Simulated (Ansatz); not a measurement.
Compare A (`COC1=CC1`) with its isomer B (`C#CCOC`).

Program: Ansatz. Geometries: PBE0-D4/def2-TZVP. ΔE: electronic, gas phase. CBS: MP2 limit from def2 TZ/QZ plus the TZ coupled-cluster correction, frozen cores. DFT in def2-TZVPP. B3LYP here is the variant with VWN-RPA as its local correlation; programs differ in this. One conformer a species, not always the lowest.

Question: Which isomer does CCSD(T)/CBS put lower? Give the gap. (Best estimate.)

Answer: The calculation gave: B, by 14.1 kcal/mol.

Question: Give E(B) − E(A) in kcal/mol with CCSD/def2-TZVPP, r2SCAN-D4, HF/def2-TZVPP, ωB97M-V, CCSD(T)/def2-TZVPP, PBE0-D4, B3LYP. (Estimate.)

Answer: Computed: CCSD/def2-TZVPP -14.5, r2SCAN-D4 -8.5, HF/def2-TZVPP -17.8, ωB97M-V -11.3, CCSD(T)/def2-TZVPP -13.9, PBE0-D4 -6.7, B3LYP -12.6. None reverses the order clearly.

Largest T1 diagnostic: 0.012.

In def2-TZVPP, CCSD(T) changes the Hartree–Fock value by +3.9 kcal/mol (the triples alone add +0.6 kcal/mol) and MP2 by +4.6 kcal/mol.
